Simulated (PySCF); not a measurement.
**[H₄P]+: calculation and literature**

Atoms are numbered as in `[PH4+:1]`. Hydrogens are named by the atom that carries them.

[PySCF: structure optimised with PBE0-D3(BJ)/def2-SVP; HF/pcSseg-2 with gauge-including orbitals; one conformer; equivalent nuclei averaged; relativity neglected; isolated molecule]

Reference values: measured (solution, CH3OH; B. Maryasin, H. Zipse, Phys. Chem. Chem. Phys. 13 (2011) 5150).
```tsv
atoms	quantity	reference	computed
P1	δ $^{31}$P vs 85 % H3PO4	-105.0	-113.6
```

Reference values: measured (solution, CH3OH; W. H. Hersh, T.-Y. Chan, Beilstein J. Org. Chem. 19 (2023) 36, supporting information).
```json
{"atoms": "P1", "quantity": "δ $^{31}$P vs 85 % H3PO4", "reference": "-105.3", "computed": "-113.6"}
```

Computed shifts are σ(ref) − σ with the named reference compound (TMS for H and C) calculated as an isolated molecule at the same level.

**Question.** How far are the unscaled $^{31}$P shifts from the references?

**Answer.** Mean signed difference -8.45 ppm, mean absolute 8.45 ppm over 2 comparisons; the largest is -8.6 ppm at P1 (phosphorus bonded to 4 H).
